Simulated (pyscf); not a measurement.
Optimised with ωB97X-D3(BJ)/def2-SVP in PySCF. Correlated levels are frozen-core, on RHF or UHF. ΔMP2 is the change of the MP2 total energy from the triple- to the quadruple-zeta basis.

Q: Estimate by transition-state theory the rate constant of H₂Si=S + hydrogen fluoride (HF) → :HSi–SH [singlet] + hydrogen fluoride (HF) (singlet surface; H–Si, F–H broken, H–S, F–H formed) at 900 K, with CCSD(T)/def2-TZVPP + ΔMP2(QZVPP) energies (ideal gas, 1 atm, RRHO with modes under 100 cm⁻¹ raised to 100, one conformer, R ln 2 for chiral ones without a mode under 150 cm⁻¹; no tunnelling).

A: The electronic barrier is 40.4 kcal/mol and the thermal terms add +26.6, so ΔG‡ = 67.0 kcal/mol. With k_BT/h = 1.88e+13 s⁻¹ and RT = 1.788 kcal/mol, and a volume of 1.23e-19 cm³ per molecule at 1 atm, k = 1.2e-22 cm³ molecule⁻¹ s⁻¹. Wigner's tunnelling factor for 1827i cm⁻¹ would be 1.36. A shift of 1 kcal/mol in the barrier changes k by a factor 1.7. On the reactant side the descent ends in a complex, 7.5 kcal/mol under the separated species and 43.9 kcal/mol under the saddle at ωB97X-D3(BJ)/def2-TZVP. On the product side the descent ends in a complex, 5.2 kcal/mol under the separated species and 30.0 kcal/mol under the saddle at ωB97X-D3(BJ)/def2-TZVP. At ωB97X-D3(BJ) the barrier from the zero used here is 36.3 kcal/mol. This is the saddle that the search found; another between the same sides may lie lower. The CCSD(T) − MP2 part came from Ansatz, without density fitting, on the same reference.
